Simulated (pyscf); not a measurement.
Optimised with ωB97X-D3(BJ)/def2-SVP in PySCF. Correlated levels are frozen-core, on RHF or UHF. ΔMP2 is the change of the MP2 total energy from the triple- to the quadruple-zeta basis.

Question: How much does it cost (ΔH, 298 K, CCSD(T)/def2-TZVPP + ΔMP2(QZVPP)) to split H₂N–Ga(NH₂)–OH at its Ga–O bond into [H₂N–Ga–NH₂]• + OH•?

Answer: Ga–O to [H₂N–Ga–NH₂]• + OH•: 109.6 kcal/mol. The radicals are drawn with the spin at the cut bond; how far it spreads was not checked. Other isomers of [H₂N–Ga–NH₂]• were not searched in full and may lie lower. The CCSD(T) − MP2 part came from Ansatz, without density fitting, on the same reference. The frozen core leaves the outer d or s,p core shells of the metals and heavy elements correlated in the MP2 and CC values, and def2-TZVPP describes them poorly, which can shift differences by a few kcal/mol. Left out: the spin-orbit lowering of OH. Elements up to Kr have no core potential and no relativistic terms here.
